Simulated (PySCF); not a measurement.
# USVWN5/aug-pc-1 run of C4H7 (SMILES CC1[CH]C1)

Aim: the vertical doublet–quartet gap of C4H7 at USVWN5/aug-pc-1, from 2 runs. 

The results are computed with PySCF 2.14.0.

1 further run of the same task is left out (set aside as unsound or not needed).

## (1) Starting point

C4H7: 11 atoms, total charge 0, spin state doublet. As SMILES, `CC1[CH]C1`. The shape is that of a GFN2-xTB optimisation.

Bond lengths: C1–C2 1.513 Å, C2–C3 1.463 Å, C2–C4 1.521 Å, C3–C4 1.462 Å, C1–H5 1.089 Å, C1–H6 1.089 Å, C1–H7 1.087 Å, C2–H8 1.090 Å, C3–H9 1.069 Å, C4–H10 1.086 Å, C4–H11 1.082 Å. Some angles: C1–C2–C3 121.1°, C1–C2–C4 118.7°, C3–C2–C4 58.6°, C2–C3–C4 62.7°, C2–C4–C3 58.7°, C1–C2–H8 112.5°, C3–C2–H8 117.8°, C4–C2–H8 118.3°, C2–C1–H5 110.6°, C2–C1–H6 110.2°.

## (2) The energy at USVWN5/aug-pc-1

Contents of job.py:

```python
# CC1[CH]C1
from pyscf import gto, dft

mol = gto.Mole()
mol.atom = [
    ('C', (-0.781710, 1.129540, -0.309880)),
    ('C', (-0.351880, -0.197900, 0.274640)),
    ('C', (0.940230, -0.345770, 0.944130)),
    ('C', (0.798120, -0.946270, -0.381190)),
    ('H', (-1.476390, 0.977450, -1.134180)),
    ('H', (-1.276000, 1.731680, 0.450390)),
    ('H', (0.082030, 1.678230, -0.677000)),
    ('H', (-1.192300, -0.776670, 0.657840)),
    ('H', (1.218320, -0.765590, 1.887240)),
    ('H', (0.770900, -2.026520, -0.486980)),
    ('H', (1.268680, -0.458170, -1.225020)),
]
mol.max_memory = 1860
mol.verbose = 3
mol.basis = 'aug-pc-1'
mol.spin = 1
mol.build()

ks = dft.UKS(mol)
ks.xc = 'svwn'
ks.conv_tol = 1e-10
ks.grids.level = 4
ks.kernel()
if not ks.converged:
    ks = ks.newton().run(ks.mo_coeff, ks.mo_occ)

e_final = ks.e_tot
print('E = %.10f Eh' % e_final)
```

Run with:

```sh
$ OMP_NUM_THREADS=1 python job.py
```

The program printed:

```text
converged SCF energy = -155.016290895427  <S^2> = 0.75217943  2S+1 = 2.0021782
E = -155.0162908954 Eh
```

Wall time 50 s (1 thread of Intel Xeon Platinum 8259CL at 2.50GHz (Skylake/Cascade Lake), shared host); peak memory 0.86 GiB.

## (3) The quartet at the same level

Contents of calc.py:

```python
from pyscf import gto, dft

mol = gto.M(
    atom='''
C     -1.477218     2.134521    -0.585588
C     -0.664957    -0.373977     0.518994
C      1.776777    -0.653411     1.784147
C      1.508228    -1.788191    -0.720345
H     -2.789973     1.847113    -2.143290
H     -2.411291     3.272401     0.851114
H      0.155014     3.171395    -1.279345
H     -2.253120    -1.467694     1.243137
H      2.302291    -1.446755     3.566367
H      1.456790    -3.829568    -0.920259
H      2.397458    -0.865816    -2.314952
''',
    charge=0,
    unit='bohr',
    basis='aug-pc-1',
    verbose=4,
    max_memory=1860,
    spin=3,
)

mf = dft.UKS(mol, xc='svwn')
mf.conv_tol = 1e-10
mf.grids.level = 4
mf.kernel()
if not mf.converged:
    mf = mf.newton().run(mf.mo_coeff, mf.mo_occ)

etot = mf.e_tot
print('E = %.10f Eh' % etot)
```

Run with:

```sh
$ OMP_NUM_THREADS=1 python calc.py
```

The program printed:

```text
PySCF version 2.14.0

[INPUT] num. atoms = 11
[INPUT] num. electrons = 31
[INPUT] charge = 0
[INPUT] spin (= nelec alpha-beta = 2S) = 3
[INPUT] symmetry False subgroup None
[INPUT] Mole.unit = bohr
[INPUT] Symbol           X                Y                Z      unit          X                Y                Z       unit  Magmom
[INPUT]  1 C     -0.781710101161   1.129539869430  -0.309879824588 AA   -1.477218000000   2.134521000000  -0.585588000000 Bohr   0.0
[INPUT]  2 C     -0.351880090642  -0.197900105808   0.274639797404 AA   -0.664957000000  -0.373977000000   0.518994000000 Bohr   0.0
[INPUT]  3 C      0.940229897287  -0.345770210564   0.944129933331 AA    1.776777000000  -0.653411000000   1.784147000000 Bohr   0.0
[INPUT]  4 C      0.798119886471  -0.946269925972  -0.381190158000 AA    1.508228000000  -1.788191000000  -0.720345000000 Bohr   0.0
[INPUT]  5 H     -1.476390130682   0.977450105594  -1.134180224393 AA   -2.789973000000   1.847113000000  -2.143290000000 Bohr   0.0
[INPUT]  6 H     -1.276000246096   1.731680034192   0.450390132695 AA   -2.411291000000   3.272401000000   0.851114000000 Bohr   0.0
[INPUT]  7 H      0.082029876174   1.678229960826  -0.677000218904 AA    0.155014000000   3.171395000000  -1.279345000000 Bohr   0.0
[INPUT]  8 H     -1.192299757468  -0.776670217404   0.657839770451 AA   -2.253120000000  -1.467694000000   1.243137000000 Bohr   0.0
[INPUT]  9 H      1.218319930106  -0.765589775785   1.887240142177 AA    2.302291000000  -1.446755000000   3.566367000000 Bohr   0.0
[INPUT] 10 H      0.770900069096  -2.026520113268  -0.486980090944 AA    1.456790000000  -3.829568000000  -0.920259000000 Bohr   0.0
[INPUT] 11 H      1.268680137738  -0.458170096050  -1.225019842774 AA    2.397458000000  -0.865816000000  -2.314952000000 Bohr   0.0

nuclear repulsion = 116.726998120045
number of shells = 26
number of NR pGTOs = 209
number of NR cGTOs = 155
basis = aug-pc-1
ecp = {}

******** <class 'pyscf.dft.uks.UKS'> ********
method = UKS
initial guess = minao
damping factor = 0
level_shift factor = 0
DIIS = <class 'pyscf.scf.diis.CDIIS'>
diis_start_cycle = 1
diis_space = 8
diis_damp = 0
SCF conv_tol = 1e-10
SCF conv_tol_grad = None
SCF max_cycles = 50
direct_scf = True
direct_scf_tol = 1e-13
number electrons alpha = 17  beta = 14
XC library pyscf.dft.libxc version 7.0.0
    S. Lehtola, C. Steigemann, M. J.T. Oliveira, and M. A.L. Marques.,  SoftwareX 7, 1–5 (2018)
XC functionals = svwn
    P. A. M. Dirac.,  Math. Proc. Cambridge Philos. Soc. 26, 376 (1930)
    F. Bloch.,  Z. Phys. 57, 545 (1929)
    S. H. Vosko, L. Wilk, and M. Nusair.,  Can. J. Phys. 58, 1200 (1980)
radial grids:
    Treutler-Ahlrichs [JCP 102, 346 (1995); DOI:10.1063/1.469408] (M4) radial grids

becke partition: Becke, JCP 88, 2547 (1988); DOI:10.1063/1.454033
pruning grids: <function nwchem_prune>
grids dens level: 4
symmetrized grids: False
atomic radii adjust function: <function treutler_atomic_radii_adjust>
small_rho_cutoff = 0
Set gradient conv threshold to 1e-05
tot grids = 224392
init E= -155.280667931107
[... the frontier-level lines of each cycle are left out ...]


cycle= 1 E= -154.729394060489  delta_E= 0.551  |g|= 0.228  |ddm|= 5.57


cycle= 2 E= -154.60933348419  delta_E= 0.12  |g|= 0.463  |ddm|= 3.65


cycle= 3 E= -154.70609158637  delta_E= -0.0968  |g|= 0.238  |ddm|= 3.51


cycle= 4 E= -154.754134151504  delta_E= -0.048  |g|= 0.0871  |ddm|= 1.72


cycle= 5 E= -154.756035940628  delta_E= -0.0019  |g|= 0.0603  |ddm|= 0.655


cycle= 6 E= -154.757348955247  delta_E= -0.00131  |g|= 0.0406  |ddm|= 0.438


cycle= 7 E= -154.758358278695  delta_E= -0.00101  |g|= 0.0117  |ddm|= 0.265


cycle= 8 E= -154.758449088936  delta_E= -9.08e-05  |g|= 0.00261  |ddm|= 0.11


cycle= 9 E= -154.758451247364  delta_E= -2.16e-06  |g|= 0.00136  |ddm|= 0.0294


cycle= 10 E= -154.758453314847  delta_E= -2.07e-06  |g|= 0.000303  |ddm|= 0.0185


cycle= 11 E= -154.758453390794  delta_E= -7.59e-08  |g|= 0.000126  |ddm|= 0.00538


cycle= 12 E= -154.758453405726  delta_E= -1.49e-08  |g|= 5.03e-05  |ddm|= 0.00273


cycle= 13 E= -154.758453407598  delta_E= -1.87e-09  |g|= 2.71e-05  |ddm|= 0.00112


cycle= 14 E= -154.758453408032  delta_E= -4.35e-10  |g|= 1.52e-05  |ddm|= 0.000311


cycle= 15 E= -154.758453408166  delta_E= -1.34e-10  |g|= 3.09e-06  |ddm|= 0.000105


cycle= 16 E= -154.758453408169  delta_E= -3.52e-12  |g|= 2.47e-06  |ddm|= 3.11e-05


Extra cycle  E= -154.758453408146  delta_E= 2.3e-11  |g|= 6.52e-06  |ddm|= 4.85e-05
converged SCF energy = -154.758453408146  <S^2> = 3.7521639  2S+1 = 4.0010818
E = -154.7584534081 Eh
```

Run time: 69 s. Hardware: 1 thread of Intel Xeon Platinum 8259CL at 2.50GHz (Skylake/Cascade Lake), shared host; peak memory 0.86 GiB.

## (4) Summary of results

Level: USVWN5/aug-pc-1.

| quantity | value |
| --- | --- |
| doublet: total energy | -155.01629 Eh |
| doublet: dipole moment | 0.71 D |
| doublet: HOMO energy (highest over α and β) | -4.88 eV |
| doublet: LUMO energy (lowest over α and β) | -3.35 eV |
| doublet: ⟨S²⟩ | 0.752 |
| quartet: total energy | -154.75845 Eh |
| quartet: dipole moment | 3.63 D |
| quartet: HOMO energy (highest over α and β) | -1.80 eV |
| quartet: ⟨S²⟩ | 3.752 |
| vertical energy of the quartet above the doublet | 7.016 eV |

In words: At this shape the quartet lies 7.02 eV (677 kJ/mol) above the doublet. Mulliken charges (quartet) run from -0.36 on H8 to +0.33 on C3; in a basis this large or diffuse they mean little.
